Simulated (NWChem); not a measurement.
Program: NWChem. System: O₂S, charge 0, spin multiplicity 1, displaced from the optimised geometry. Level: MP2/cc-pVDZ, 7 core orbitals frozen, spin-restricted.

Job file:

```
start mol
memory heap 200 mb stack 900 mb global 1100 mb
geometry units angstroms nocenter noautoz noautosym
  O      1.250381     0.000000    -0.371341
  S      0.000000     0.000000     0.371341
  O     -2.188167     0.000000    -0.928353
end
basis spherical
  * library cc-pvdz
end
scf
  rhf
  nopen 0
  maxiter 100
  thresh 1e-7
  semidirect memsize 60000000 filesize 0
end
mp2
  freeze core 7
end
task mp2 energy
```

NWChem printed:

```
             Northwest Computational Chemistry Package (NWChem) 7.3.0
             --------------------------------------------------------

                                NWChem Input Module
                                -------------------

 Scaling coordinates for geometry "geometry" by  1.889725989
 (inverse scale =  0.529177249)

                             Geometry "geometry" -> ""
                             -------------------------

 Output coordinates in angstroms (scale by  1.889725989 to convert to a.u.)

  No.       Tag          Charge          X              Y              Z
 ---- ---------------- ---------- -------------- -------------- --------------
    1 O                    8.0000     1.25038100     0.00000000    -0.37134100
    2 S                   16.0000     0.00000000     0.00000000     0.37134100
    3 O                    8.0000    -2.18816700     0.00000000    -0.92835300

 Effective nuclear repulsion energy (a.u.)      82.9118722619

            Nuclear Dipole moment (a.u.)
            ----------------------------
        X                 Y               Z
 ---------------- ---------------- ----------------
   -14.1772686074     0.0000000000    -8.4208004188


 Summary of "ao basis" -> "" (spherical)
 ------------------------------------------------------------------------------
       Tag                 Description            Shells   Functions and Types
 ---------------- ------------------------------  ------  ---------------------
 *                          cc-pvdz                   on all atoms

 Summary of "ao basis" -> "ao basis" (spherical)
 ------------------------------------------------------------------------------
       Tag                 Description            Shells   Functions and Types
 ---------------- ------------------------------  ------  ---------------------
 O                          cc-pvdz                  6       14   3s2p1d
 S                          cc-pvdz                  8       18   4s3p1d

                                 NWChem SCF Module
                                 -----------------

  ao basis        = "ao basis"
  functions       =    46
  atoms           =     3
  closed shells   =    16
  open shells     =     0
  charge          =   0.00
  wavefunction    = RHF
  use symmetry    = F
  symmetry adapt  = F

 Summary of "ao basis" -> "ao basis" (spherical)
 ------------------------------------------------------------------------------
       Tag                 Description            Shells   Functions and Types
 ---------------- ------------------------------  ------  ---------------------
 O                          cc-pvdz                  6       14   3s2p1d
 S                          cc-pvdz                  8       18   4s3p1d

 Forming initial guess at       0.0s

      Superposition of Atomic Density Guess
      -------------------------------------

 Sum of atomic energies:        -547.00491404

      Non-variational initial energy
      ------------------------------

 Total energy =    -546.792854
 1-e energy   =    -921.143121
 2-e energy   =     291.438395
 HOMO         =      -0.365316
 LUMO         =      -0.176810

 Starting SCF solution at       0.4s

 ----------------------------------------------
         Quadratically convergent ROHF

 Convergence threshold     :          1.000E-07
 Maximum no. of iterations :          100
 Final Fock-matrix accuracy:          1.000E-09
 ----------------------------------------------

              iter       energy          gnorm     gmax       time
             ----- ------------------- --------- --------- --------
                 1     -546.1706440976  2.53D+00  9.78D-01      0.4
                 2     -546.7177867407  1.28D+00  6.19D-01      0.4
                 3     -546.8510198596  8.56D-01  2.81D-01      0.4
                 4     -546.9098611969  6.72D-01  3.04D-01      0.4
                 5     -546.9588039833  3.22D-01  7.83D-02      0.4
                 6     -546.9669500602  1.48D-02  4.96D-03      0.4
                 7     -546.9670184871  2.24D-04  7.53D-05      0.4
                 8     -546.9670184933  4.00D-08  3.33D-08      0.5

       Final RHF  results
       ------------------

         Total SCF energy =   -546.967018493317
      One-electron energy =   -920.183074980840
      Two-electron energy =    290.304184225636
 Nuclear repulsion energy =     82.911872261887

        Time for solution =      0.1s

             Final eigenvalues
             -----------------

              1
    1  -92.1100
    2  -20.6680
    3  -20.6507
    4   -9.1053
    5   -6.7866
    6   -6.7856
    7   -6.7806
    8   -1.4619
    9   -1.2140
   10   -0.9042
   11   -0.6599
   12   -0.6433
   13   -0.5851
   14   -0.5254
   15   -0.5249
   16   -0.3820
   17   -0.0319
   18    0.0487
   19    0.1859
   20    0.6036
   21    0.6144
   22    0.6742
   23    0.6954
   24    0.7350
   25    0.7482
   26    0.8065

                       ROHF Final Molecular Orbital Analysis
                       -------------------------------------

 Vector   14  Occ=2.000000D+00  E=-5.253715D-01
              MO Center= -2.2D+00,  6.3D-15, -9.2D-01, r^2= 6.4D-01
   Bfn.  Coefficient  Atom+Function         Bfn.  Coefficient  Atom+Function
  ----- ------------  ---------------      ----- ------------  ---------------
    38      0.607575  3 O  pz                41      0.438062  3 O  pz
    36     -0.269293  3 O  px                39     -0.194382  3 O  px

 Vector   15  Occ=2.000000D+00  E=-5.248711D-01
              MO Center= -2.1D+00,  1.4D-14, -9.1D-01, r^2= 7.6D-01
   Bfn.  Coefficient  Atom+Function         Bfn.  Coefficient  Atom+Function
  ----- ------------  ---------------      ----- ------------  ---------------
    37      0.660631  3 O  py                40      0.478148  3 O  py

 Vector   16  Occ=2.000000D+00  E=-3.819528D-01
              MO Center=  2.5D-02, -2.6D-16,  1.6D-01, r^2= 2.1D+00
   Bfn.  Coefficient  Atom+Function         Bfn.  Coefficient  Atom+Function
  ----- ------------  ---------------      ----- ------------  ---------------
    24      0.436447  2 S  pz                27      0.427817  2 S  pz
     6     -0.305938  1 O  pz                 9     -0.282063  1 O  pz
    22      0.251782  2 S  px                25      0.242729  2 S  px
     4     -0.174275  1 O  px                 7     -0.164664  1 O  px

 Vector   17  Occ=0.000000D+00  E=-3.191892D-02
              MO Center=  3.1D-01, -1.8D-17,  1.9D-01, r^2= 1.9D+00
   Bfn.  Coefficient  Atom+Function         Bfn.  Coefficient  Atom+Function
  ----- ------------  ---------------      ----- ------------  ---------------
    26      0.589999  2 S  py                 8     -0.436330  1 O  py
    23      0.416524  2 S  py                 5     -0.384431  1 O  py

 Vector   18  Occ=0.000000D+00  E= 4.870843D-02
              MO Center= -1.9D+00, -1.1D-15, -7.9D-01, r^2= 1.5D+00
   Bfn.  Coefficient  Atom+Function         Bfn.  Coefficient  Atom+Function
  ----- ------------  ---------------      ----- ------------  ---------------
    39      0.543447  3 O  px                36      0.488801  3 O  px
    41      0.238881  3 O  pz                38      0.213841  3 O  pz
    27      0.180997  2 S  pz                24      0.165132  2 S  pz
    22      0.153079  2 S  px

 Vector   19  Occ=0.000000D+00  E= 1.858996D-01
              MO Center=  4.7D-02, -3.2D-16,  3.7D-01, r^2= 2.4D+00
   Bfn.  Coefficient  Atom+Function         Bfn.  Coefficient  Atom+Function
  ----- ------------  ---------------      ----- ------------  ---------------
    25      1.025323  2 S  px                 3     -0.914222  1 O  s
    18      0.807093  2 S  s                 27     -0.581144  2 S  pz
     7      0.407736  1 O  px                 9     -0.251620  1 O  pz
     4      0.215279  1 O  px                22      0.210134  2 S  px

 center of mass
 --------------
 x =  -0.44316259 y =   0.00000000 z =  -0.26341778

 moments of inertia (a.u.)
 ------------------
          68.409348573077           0.000000000000         -82.042736296123
           0.000000000000         418.639634820790           0.000000000000
         -82.042736296123           0.000000000000         350.230286247712

  Mulliken analysis of the total density
  --------------------------------------

    Atom       Charge   Shell Charges
 -----------   ------   -------------------------------------------------------
    1 O    8     8.33   2.00  0.88  0.98  2.71  1.74  0.02
    2 S   16    15.52   2.00  2.01  0.99  0.88  6.00  2.10  1.34  0.21
    3 O    8     8.15   2.00  0.93  1.07  2.48  1.68  0.00

       Multipole analysis of the density wrt the origin
       ------------------------------------------------

     L   x y z        total         open         nuclear
     -   - - -        -----         ----         -------
     0   0 0 0     -0.000000      0.000000     32.000000

     1   1 0 0      0.025819      0.000000    -14.177269
     1   0 1 0     -0.000000      0.000000      0.000000
     1   0 0 1      0.715814      0.000000     -8.420800

     2   2 0 0    -19.905483      0.000000    181.453704
     2   1 1 0      0.000000      0.000000      0.000000
     2   1 0 1     -0.701004      0.000000     44.768967
     2   0 2 0    -15.616603      0.000000      0.000000
     2   0 1 1      0.000000      0.000000      0.000000
     2   0 0 2    -18.076555      0.000000     36.439760

                   NWChem MP2 Semi-direct Energy/Gradient Module
                   ---------------------------------------------

  Basis functions       =     46
  Molecular orbitals    =     46
  Frozen core           =      7
  Frozen virtuals       =      0
  Active alpha occupied =      9
  Active beta occupied  =      9
  Active alpha virtual  =     30
  Active beta virtual   =     30
  Use MO symmetry       = F
  Use skeleton AO sym   = F

  AO/Fock/Back tols     =   1.0D-09  1.0D-09  1.0D-09

 GA uses MA = F    GA memory limited = T

 Available:
  local mem=  1.26D+08
 global mem=  1.44D+08
 local disk=  0.00D+00
  mp2_memr nvloc                    30
  nvloc new                    30
   1 passes of   9:        3145728                      11201                    978598.
   1 passes of   9: M    126153667           G      144174968           F     123007939.

 Semi-direct pass number   1 of   1  for RHF alpha+beta  at        0.5s
  vrange nnbf                  1062
  mp2_eaftype                    10  avail_ma_in_mb                  1099
 EAF : mp2_eaftype filesize          10     489299.
  mp2_eaf for mointskh                     10
Node 0 wrote      2.3 Mb in      0.0 s     Agg I/O rate:  2290.9 Mb/s
 Done moints_semi at        1.3s
  mp2_eaftype                    10  avail_ma_in_mb                  1089
 EAF : mp2_eaftype filesize          10     489299.
  mp2_eaf for kh                    10
 Done maket at        1.3s
 Done multipass loop at        1.3s

          -------------------------------------------
          SCF energy                -546.967018493317
          Correlation energy          -0.451363721114
          Singlet pairs               -0.282715695664
          Triplet pairs               -0.168648025450
          Total MP2 energy          -547.418382214430
          -------------------------------------------

          ---------------------------------------------------
                    Spin Component Scaled (SCS) MP2
          Same spin pairs                     -0.112432016967
          Same spin scaling factor             0.333333333333
          Opposite spin pairs                 -0.338931704147
          Opposite spin scaling fact.          1.200000000000
          SCS-MP2 correlation energy          -0.444195383965
          Total SCS-MP2 energy              -547.411213877282
          ---------------------------------------------------

 -----------------------
 Performance information
 -----------------------

 Timer overhead =  9.66D-08 seconds/call

               Nr. of calls         CPU time (s)                 Wall time (s)                GFlops
             ---------------    -------------------     ------------------------------   -------------------
Name         Min   Avg   Max    Min     Avg     Max     Min     Avg     Max   Mx/calls   Min     Max     Sum
mp2: moin     1     1     1   0.84    0.84    0.84     0.84    0.84    0.84    0.84      0.0     0.0     0.0
mp2: make     1     1     1   1.08E-2 1.08E-2 1.08E-2  1.08E-2 1.08E-2 1.08E-2 1.08E-2   0.0     0.0     0.0
mp2: tota     1     1     1   0.86    0.86    0.86     0.86    0.86    0.86    0.86      0.0     0.0     0.0

 The average no. of pstat calls per process was 3.00D+00
 with a timing overhead of 2.90D-07s

 Task  times  cpu:        1.3s     wall:        1.3s

 Total times  cpu:        1.3s     wall:        1.3s
```
